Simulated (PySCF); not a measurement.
## Vertical excitation energies

Species: C4H3F2 (charge +1).
Cartesian coordinates in Å at the PBE0-D3(BJ)/def2-SVP level; atoms count from 1:
```
atom  x, y, z in Å
F1    -1.4173   -1.3044   -1.0262
C2    -1.2859   -0.3928   -0.0517
C3     0.1066    0.0680    0.0402
C4     1.3928   -0.0269   -0.4660
C5     1.1311    0.8103    0.5652
F6     1.5287    1.6559    1.4031
H7    -1.9252    0.4949   -0.2313
H8    -1.5743   -0.8043    0.9362
H9     2.0595   -0.4906   -1.1986
```

Computed, not measured: TDDFT CAM-B3LYP/def2-SVPD, vertical, gas phase, core orbitals frozen in the response in PySCF 2.14.0, density-fitted response routines.

| state | E (eV) | λ (nm) | f | symmetry | main configurations (H = HOMO, L = LUMO) |
| --- | --- | --- | --- | --- | --- |
| S1 | 6.97 | 177.9 | 0.0010 | – | H-1→L (85%), H-2→L (9%) |
| S2 | 7.24 | 171.4 | 0.153 | A′ | H→L (93%) |
| S3 | 7.46 | 166.2 | 0.0000 | – | H-1→L+1 (58%), H-2→L+1 (32%) |
| S4 | 7.87 | 157.5 | 0.0008 | – | H-2→L (59%), H-4→L (32%) |
| S5 | 8.19 | 151.4 | 0.033 | A′ | H→L+1 (91%) |
| S6 | 8.64 | 143.6 | 0.0010 | – | H-4→L (38%), H-2→L+1 (32%), H-2→L (12%) |
| S7 | 8.93 | 138.9 | 0.0005 | – | H-2→L+1 (27%), H-4→L (18%), H-1→L+1 (18%) |
| S8 | 9.11 | 136.1 | 0.115 | A′ | H-3→L (94%) |
| S9 | 9.59 | 129.3 | 0.0012 | – | H→L+2 (65%), H→L+3 (11%), H-4→L+1 (8%) |
| S10 | 9.62 | 128.8 | 0.116 | A′ | H-3→L+1 (86%) |

Triplets, Tamm–Dancoff:

```json
{"state": "T1", "E (eV)": "6.14", "λ (nm)": "201.9", "main configurations (H = HOMO, L = LUMO)": "H→L (65%), H-3→L (32%)"}
{"state": "T2", "E (eV)": "6.55", "λ (nm)": "189.3", "main configurations (H = HOMO, L = LUMO)": "H-1→L (81%), H-2→L (8%)"}
{"state": "T3", "E (eV)": "6.89", "λ (nm)": "179.9", "main configurations (H = HOMO, L = LUMO)": "H→L+1 (54%), H-3→L+1 (32%)"}
{"state": "T4", "E (eV)": "7.07", "λ (nm)": "175.4", "main configurations (H = HOMO, L = LUMO)": "H-1→L+1 (56%), H-2→L+1 (33%)"}
```

The lowest singlet comes at 178 nm (672 kJ/mol) in the vacuum ultraviolet; it is very weak; its leading configuration is HOMO-1→LUMO (85%). The strongest level in the table is S2 at 7.24 eV (171 nm, f = 0.153). Löwdin shares by element: HOMO fluorine 47% or more, carbon 21% or more, hydrogen 19% or more; LUMO carbon 89%. The oscillator strengths of these states sum to 0.421; summed over the whole spectrum of an exact calculation they would give the number of electrons, 44 (Thomas–Reiche–Kuhn). The listed states span 2.65 eV, and the widest gap between neighbours is 0.48 eV (S8 to S9). Weighted by f, the mean energy of these states is 8.49 eV. No computed singlet lies in the visible range (380 to 750 nm); the lowest, at 178 nm, stands 3.71 eV above its violet end (3.26 eV). The vertical ionisation energy (ΔSCF) is 18.26 eV, 8.64 eV above S10. Symmetry labels in Cs follow from the direction of the transition dipole and are given only for states with f of 0.002 or more. Singlets were solved by full linear response, triplets in the Tamm–Dancoff approximation.

One conformer stands for the species.
